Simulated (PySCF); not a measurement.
Input of a run (B3LYP/def2-TZVP geometry optimisation, gas phase (PySCF 2.14.0)), started from GFN2-xTB:
```
{"job": {"xc": "B3LYP", "basis": "def2-TZVP", "grid": 1, "kind": "geom"}, "charge": 0, "multiplicity": 1}
C      0.003175     0.001019    -0.005928
O      1.176539    -0.209213    -0.014559
H     -0.748437    -0.806190     0.003826
H     -0.421043     1.019157    -0.006192
```

Output (energies in Eh, forces in Eh/bohr):
```
step   0  E = -114.55411972  max force = 0.010728
step   1  E = -114.55427534  max force = 0.000616
step   2  E = -114.55427539  max force = 0.000378
optimisation converged
```

**Question.** Summarise the run.

**Answer.** The energy falls by 0.10 kcal/mol over 3 energy and gradient evaluations, the largest force component goes from 0.0107 to 3.8e-04 Eh/bohr, and the atoms move by 0.009 Å rms after alignment. The bond that changes most is C1=O2 (formaldehyde carbon to aldehyde oxygen), which lengthens by 0.007 Å. Bonds longer at the end by more than 0.005 Å: 1 of 3; shorter: 0. The energy never rose by more than 1e-6 Eh on the way. The first step brought 100 % of the lowering.

**Question.** What are the final bond lengths?

**Answer.** C1=O2 1.199 Å, C1–H3 1.107 Å, C1–H4 1.107 Å. Numbering counts from 1 in the input's order; the species is formaldehyde, `O=C`.

The run used 74 basis functions and 18 SCF cycles in all.

B3LYP/def2-TZVP frequencies: not computed here.
